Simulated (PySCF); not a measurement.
# H3NO (NH3O): the cost of one run

The runs use PySCF 2.14.0, with density-fitted response routines of our own; the level of theory stands in each step. All values are computed, except where a source is named. Atoms count from 0, in the outputs and in this text.

### Step 1. Starting geometry

5 atoms, charge 0, multiplicity 1; geometry from: GFN2-xTB.

Bonds of the start (Å): N0–O1 1.35, N0–H2 1.04, N0–H3 1.04, N0–H4 1.04.

### Step 2. Optimising the geometry at PBE0-D3(BJ)/def2-SVP

The job: settings as JSON, then the geometry in Å.

```
{"job": {"xc": "PBE0", "basis": "def2-SVP", "d3": "d3bj", "grid": 1, "kind": "geom"}, "charge": 0, "multiplicity": 1}
N     -0.039993     0.003911     0.000660
O      1.294732    -0.103469    -0.129828
H     -0.337402    -0.151062     0.987520
H     -0.373118     0.949589    -0.283983
H     -0.535597    -0.696116    -0.591554
```

On the command line:

```console
$ OMP_NUM_THREADS=1 python probes_run.py task.json out
```

This one command runs all jobs of the session in turn.

**Question.** How long does this first job take on 1 thread of AMD EPYC 7R13, shared host, and how much memory does it need?

About 2.5 s, with a peak of 0.26 GiB.
